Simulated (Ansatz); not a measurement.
System: litharge PbO. Method: PBE-D3(BJ)+SOC in Ansatz (plane waves, PAW).

Run with plane-wave cutoff 520 eV, 10×10×8 k mesh (along the axes of the cell as run), perturbation theory, PAW data made under PBE.

Cell (relaxed at this level):

PbO is taken in the tetragonal space group P4/nmm, origin choice 1 (No. 129), Pearson symbol tP4. Lattice parameters: a = b = 4.0195 Å, c = 5.0097 Å, α = β = γ = 90.00°. Pb on 2c has 4 O at 2.338 Å. O on 2a is coordinated by 4 Pb at 2.338 Å (tetrahedral). (Neighbours: up to the widest gap in distance over summed covalent radii, below 1.35, at either atom; cation-cation and far metal-metal contacts left out.)

**Question.** Give the computed electronic dielectric constant ε∞ (mean over three axes) and static dielectric constant (mean over three axes).

**Answer.** 
electronic dielectric constant ε∞ (mean over three axes): 6.74
static dielectric constant (mean over three axes): 18.1

Ansatz is an electronic-structure program.
